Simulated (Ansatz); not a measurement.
# CO2: the cost of one run

Computed with Ansatz 0.2.0, Gaussian basis. Level: def2-QZVPP, core rule «outside noble gas», up to 3 orbitals frozen.

The runs, in order: UHF; ROHF; CCSD(T) on UHF.

2 further runs of the same task are left out: 2 set aside as unsound or not needed.

**1. What is computed**

The geometry is a PBE0/def2-TZVP stationary point (not a proven minimum) of the parent state, kept for this charge and spin.

3 atoms, charge 0, spin multiplicity 3.

Atoms are counted from 1 here; the program's logs count them from 0.

Bond lengths: C1–O2 1.157 Å, C1–O3 1.157 Å. Angles: O2–C1–O3 180.0°.

**2. UHF**

Input file in.yaml:

```yaml
crystal:
  periodic: [false, false, false]
  atoms:
    - {symbol: C, position_ang: [0.000000, 0.000000, 0.000000]}
    - {symbol: O, position_ang: [0.000000, 0.000000, -1.156800]}
    - {symbol: O, position_ang: [0.000000, 0.000000, 1.156800]}
basis:
  gaussian: {orbitals: "def2-QZVPP.json"}
magnetization: {spin_polarized: true, initial_magnetization: 2}
hamiltonian: {xc: hf}
output: {orbitals: {seedname: orbitals}}
```

Run with:

```bash
> ansatz run in.yaml --threads 1 --pin off --events-out ev --progress --plain --max-ram 2393MiB
```

What time and memory should one allow on 1 thread of Intel Xeon at 2.60GHz, shared host?

About 11 s, with a peak of 0.31 GiB.
